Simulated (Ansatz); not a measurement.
A nudged elastic band was laid between two geometries of CH₅FSi (8 atoms, charge 0, multiplicity 1).

Computed with Ansatz, RKS BLYP-D4/def2-SVP.

```json
{"movable images": "5", "climbing image": "yes", "spring": "5.0 eV/Å²", "optimiser": "quadratic models (default)", "start path": "through a guess of the saddle point", "force threshold": "0.03 eV/Å", "iteration limit": "60", "end points": "relaxed"}
```

Image 0:

```xyz
8
Properties=species:S:1:pos:R:3
Si 0.396 -0.004 0.042
C 0.867 -0.009 1.862
H -0.022 -0.154 2.509
H 1.580 -0.835 2.069
H 1.355 0.944 2.150
H 1.609 0.150 -0.827
F -0.602 1.271 -0.259
H -0.342 -1.257 -0.327
```

Image 6:

```xyz
8
Properties=species:S:1:pos:R:3
Si 0.044 0.129 -1.089
C 1.248 -0.168 1.840
H 0.690 -0.982 2.338
H 2.175 0.064 2.398
H 0.615 0.736 1.771
H 1.548 -0.504 0.820
F -0.483 1.596 -0.516
H -0.995 -0.764 -0.342
```

Problem. Which bonds break or form, and what moves?

Solution. Bonds broken: Si1–C2, Si1–H6. Bonds formed: C2–H6. CH5FSi becomes CH4 + FHSi.

Problem. Give the energies along the band, and the barrier.

Solution. The run converged. The highest image is number 3 of 0 to 6, 3.02 eV above the first end and 1.26 eV above the last; the last end lies 1.76 eV above the first. The profile has 2 maxima (images 1, 3) with wells between them (image 2): this band takes more than one step, which may be the mechanism or a detour left from its start path. Neighbouring images differ by up to 3.0 eV, so the band resolves the path poorly. A vibrational analysis at the climbing image gives one clearly imaginary mode, 1090i cm⁻¹: a first-order saddle point. The orbitals stay closed-shell, which can raise the energy where a bond breaks towards radicals; this wasn't checked here.

| image | path coordinate (Å) | energy (eV) | Si1–C2 (Å) | Si1–H6 (Å) | C2–H6 (Å) |
| --- | --- | --- | --- | --- | --- |
| 0 | 0.00 | 0.00 | 1.88 | 1.50 | 2.79 |
| 1 | 1.50 | 0.06 | 1.89 | 1.50 | 2.82 |
| 2 | 2.99 | 0.00 | 1.88 | 1.50 | 2.80 |
| 3 | 4.49 | 3.02 | 2.32 | 1.51 | 1.69 |
| 4 | 5.00 | 2.14 | 2.55 | 1.78 | 1.22 |
| 5 | 5.51 | 1.78 | 2.96 | 2.21 | 1.12 |
| 6 | 6.02 | 1.76 | 3.18 | 2.51 | 1.11 |

Problem. What is the geometry of the highest image?

Solution. 
```xyz
8
Properties=species:S:1:pos:R:3:forces:R:3
Si 0.233 -0.057 -0.460 0.00 0.00 0.00
C 0.991 -0.103 1.731 0.00 0.00 0.00
H 0.624 -1.024 2.217 0.00 0.00 0.00
H 2.063 0.070 1.936 0.00 0.00 0.00
H 0.400 0.793 2.003 0.00 0.00 0.00
H 1.550 -0.443 0.172 0.00 0.00 0.00
F -0.032 1.576 -0.503 0.00 0.00 0.00
H -0.986 -0.706 0.123 0.00 0.00 0.00
```

Time of the run: 2.2 min on 1 thread of Arm Neoverse V2 (shared host), peak memory 0.12 GiB.
